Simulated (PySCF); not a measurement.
# C6H12 (2-hexene): levels of theory compared

Aim: a comparison of 6 runs (PBE/6-31G*, SVWN5/6-31G*, TPSS/6-31G*, r2SCAN/6-31G*, revPBE/6-31G*, CCSD(T)/6-31G*) of C6H12 (2-hexene). Input form: a Python script.

Program for the calculation: PySCF 2.14.0.

1 further run of the same task is left out (set aside as unsound or not needed).

### 1 Starting point

The species is C6H12 (18 atoms), meant as a singlet with charge 0. SMILES: `C/C=C/CCC`. The coordinates come from a GFN2-xTB relaxation. This is one conformer, not always the lowest.

Some bond lengths: C1–C2 1.493 Å, C2–C3 1.322 Å, C3–C4 1.495 Å, C4–C5 1.533 Å, C5–C6 1.523 Å, C1–H7 1.090 Å, C1–H8 1.090 Å, C1–H9 1.088 Å, C2–H10 1.083 Å, C3–H11 1.083 Å, C4–H12 1.094 Å, C4–H13 1.092 Å, C5–H14 1.092 Å, C5–H15 1.093 Å, C6–H16 1.088 Å, C6–H17 1.088 Å. Some angles: C1–C2–C3 124.9°, C2–C3–C4 124.9°, C3–C4–C5 111.6°, C4–C5–C6 111.8°, C1–C2–H10 115.3°, C3–C2–H10 119.8°, C2–C1–H7 110.2°, C2–C1–H8 110.3°, C2–C1–H9 111.0°, C2–C3–H11 119.8°.

### 2 The energy at PBE/6-31G(d) (spherical functions) (run 1)

The input, calc.py:

```python
# 2-hexene
from pyscf import gto, dft

mol = gto.M(
    atom='''
C      0.394820     0.137400     2.830940
C     -0.090830    -0.435680     1.540880
C      0.618160    -0.496460     0.426770
C      0.129090    -1.060720    -0.868860
C      0.125150    -0.003660    -1.978870
C     -0.848160     1.129170    -1.678720
H     -0.263120     0.943160     3.156780
H      0.390890    -0.625630     3.609560
H      1.404460     0.528640     2.728860
H     -1.101660    -0.824060     1.557780
H      1.628590    -0.106560     0.408910
H      0.784830    -1.883060    -1.170840
H     -0.879300    -1.459810    -0.742490
H      1.132850     0.403080    -2.091020
H     -0.149420    -0.479060    -2.923420
H     -0.579120     1.622510    -0.747320
H     -1.861050     0.744220    -1.580240
H     -0.836190     1.866520    -2.478700
''',
    max_memory=1860,
    verbose=3,
    basis='6-31g*',
)

mf = dft.RKS(mol, xc='pbe')
mf.grids.level = 5
mf.conv_tol = 1e-10
mf.kernel()
if not mf.converged:
    mf = mf.newton().run(mf.mo_coeff, mf.mo_occ)

e_tot = mf.e_tot
print('E(%s) = %.9f' % ('PBE', e_tot))
```

Run with:

```bash
OMP_NUM_THREADS=1 python calc.py
```

Log:

```text
converged SCF energy = -235.494947506552
E(PBE) = -235.494947507
```

Wall time 51 s (1 thread of Intel Xeon at 2.70GHz, shared host); peak memory 0.59 GiB.

### 3 The energy at SVWN5/6-31G(d) (spherical functions) (run 2)

The input, job.py:

```python
from pyscf import gto, dft

mol = gto.M(
    atom='''
C      0.394820     0.137400     2.830940
C     -0.090830    -0.435680     1.540880
C      0.618160    -0.496460     0.426770
C      0.129090    -1.060720    -0.868860
C      0.125150    -0.003660    -1.978870
C     -0.848160     1.129170    -1.678720
H     -0.263120     0.943160     3.156780
H      0.390890    -0.625630     3.609560
H      1.404460     0.528640     2.728860
H     -1.101660    -0.824060     1.557780
H      1.628590    -0.106560     0.408910
H      0.784830    -1.883060    -1.170840
H     -0.879300    -1.459810    -0.742490
H      1.132850     0.403080    -2.091020
H     -0.149420    -0.479060    -2.923420
H     -0.579120     1.622510    -0.747320
H     -1.861050     0.744220    -1.580240
H     -0.836190     1.866520    -2.478700
''',
    basis='6-31g*',
    verbose=4,
    max_memory=1860,
)

mf = dft.RKS(mol, xc='svwn')
mf.conv_tol = 1e-10
mf.grids.level = 5
mf.kernel()
if not mf.converged:
    mf = mf.newton().run(mf.mo_coeff, mf.mo_occ)

e_final = mf.e_tot
print(f'total energy: {e_final:.8f} hartree')
```

Run with:

```bash
OMP_NUM_THREADS=1 python job.py
```

Log:

```text
PySCF version 2.14.0

[... 90 lines left out ...]
converged SCF energy = -233.578250703544
total energy: -233.57825070 hartree
```

Wall time 26 s (1 thread of Intel Xeon at 2.70GHz, shared host); peak memory 0.41 GiB.

Run 3 isn't shown in full; the table further down has it.

### 4 A single-point energy at r2SCAN/6-31G(d) (spherical functions) (run 4)

The input, input.py:

```python
from pyscf import gto, dft

molecule = gto.Mole()
molecule.atom = '''
C    0.394820   0.137400   2.830940
C   -0.090830  -0.435680   1.540880
C    0.618160  -0.496460   0.426770
C    0.129090  -1.060720  -0.868860
C    0.125150  -0.003660  -1.978870
C   -0.848160   1.129170  -1.678720
H   -0.263120   0.943160   3.156780
H    0.390890  -0.625630   3.609560
H    1.404460   0.528640   2.728860
H   -1.101660  -0.824060   1.557780
H    1.628590  -0.106560   0.408910
H    0.784830  -1.883060  -1.170840
H   -0.879300  -1.459810  -0.742490
H    1.132850   0.403080  -2.091020
H   -0.149420  -0.479060  -2.923420
H   -0.579120   1.622510  -0.747320
H   -1.861050   0.744220  -1.580240
H   -0.836190   1.866520  -2.478700
'''
molecule.basis = '6-31g*'
molecule.verbose = 3
molecule.spin = 0
molecule.max_memory = 1860
molecule.build()

mf = dft.RKS(molecule, xc='r2scan')
mf.conv_tol = 1e-10
mf.grids.level = 5
mf.kernel()
if not mf.converged:
    mf = mf.newton().run(mf.mo_coeff, mf.mo_occ)

e_final = mf.e_tot
print('Final energy', e_final)
```

Run with:

```bash
OMP_NUM_THREADS=1 python input.py
```

Log:

```text
converged SCF energy = -235.679000349359
Final energy -235.679000349359
```

Wall time 80 s (1 thread of Intel Xeon at 2.70GHz, shared host); peak memory 0.64 GiB.

Run 5 isn't shown in full; the table further down has it.

### 5 A single-point energy at CCSD(T)/6-31G(d) (spherical functions) (run 6)

The input, job.py:

```python
from pyscf import gto, scf, cc

mol = gto.Mole()
mol.atom = '''
C        0.394820       0.137400       2.830940
C       -0.090830      -0.435680       1.540880
C        0.618160      -0.496460       0.426770
C        0.129090      -1.060720      -0.868860
C        0.125150      -0.003660      -1.978870
C       -0.848160       1.129170      -1.678720
H       -0.263120       0.943160       3.156780
H        0.390890      -0.625630       3.609560
H        1.404460       0.528640       2.728860
H       -1.101660      -0.824060       1.557780
H        1.628590      -0.106560       0.408910
H        0.784830      -1.883060      -1.170840
H       -0.879300      -1.459810      -0.742490
H        1.132850       0.403080      -2.091020
H       -0.149420      -0.479060      -2.923420
H       -0.579120       1.622510      -0.747320
H       -1.861050       0.744220      -1.580240
H       -0.836190       1.866520      -2.478700
'''
mol.verbose = 4
mol.max_memory = 1860
mol.basis = '6-31g*'
mol.build()

mf = scf.RHF(mol)
mf.conv_tol = 1e-10
mf.kernel()
if not mf.converged:
    mf = mf.newton().run(mf.mo_coeff, mf.mo_occ)

mycc = cc.CCSD(mf, frozen=6)
mycc.kernel()
e_t = mycc.ccsd_t()
e_final = mycc.e_tot + e_t
print('E(%s) = %.9f' % ('CCSD(T)', e_final))
```

Run with:

```bash
OMP_NUM_THREADS=1 python job.py
```

Log:

```text
PySCF version 2.14.0

[... 72 lines left out ...]
converged SCF energy = -234.177015188219
[... 12 lines left out ...]
Init t2, MP2 energy = -234.948729561653  E_corr(MP2) -0.771714373433928
[... 12 lines left out ...]
CCSD converged
[... 2 lines left out ...]
E(CCSD(T)) = -235.047772533
```

It took 2 min on 1 thread of Intel Xeon at 2.70GHz, shared host; peak memory 0.97 GiB.

### 6 The series

```tsv
run	level	integration grid	frozen core orbitals	energy (Eh)	dipole moment (D) of the reference	HOMO energy (eV)	LUMO energy (eV)	wall time
1	PBE/6-31G* (spherical functions)	5	–	-235.494948	0.09	-5.49	0.16	51 s
2	SVWN5/6-31G* (spherical functions)	5	–	-233.578251	0.12	-5.61	-0.02	26 s
3	TPSS/6-31G* (spherical functions)	5	–	-235.885138	0.08	-5.56	0.33	76 s
4	r2SCAN/6-31G* (spherical functions)	5	–	-235.679000	0.09	-5.75	0.32	80 s
5	revPBE/6-31G* (spherical functions)	5	–	-235.761912	0.08	-5.45	0.23	42 s
6	CCSD(T)/6-31G* (spherical functions)	–	6	-235.047773	0.07	-9.22	5.29	2 min
```

### 7 Outcome

| quantity | value |
| --- | --- |
| run 6: total energy | -235.04777 Eh |
| run 6: dipole moment (Hartree–Fock density) | 0.07 D |
| run 6: HOMO energy (Hartree–Fock orbitals) | -9.22 eV |
| run 6: LUMO energy (Hartree–Fock orbitals) | 5.29 eV |
| run 6: HOMO–LUMO gap (Hartree–Fock orbitals) | 14.51 eV |
| run 6: correlation energy (6 core orbitals frozen) | -870.8 mEh |
| run 6: (T) correction | -26.09 mEh |
| run 6: T1 diagnostic | 0.009 |

What this shows: Over runs 1, 2, 3, 4, 5 the dipole moment (its size) runs from 0.08 D (TPSS/6-31G*) to 0.12 D (SVWN5/6-31G*). Over runs 1, 2, 3, 4, 5 the HOMO–LUMO gap runs from 5.59 eV (SVWN5/6-31G*) to 6.07 eV (r2SCAN/6-31G*). Totals of different functionals can't be ranked against each other. All runs together took 6.6 min, the longest 2 min.
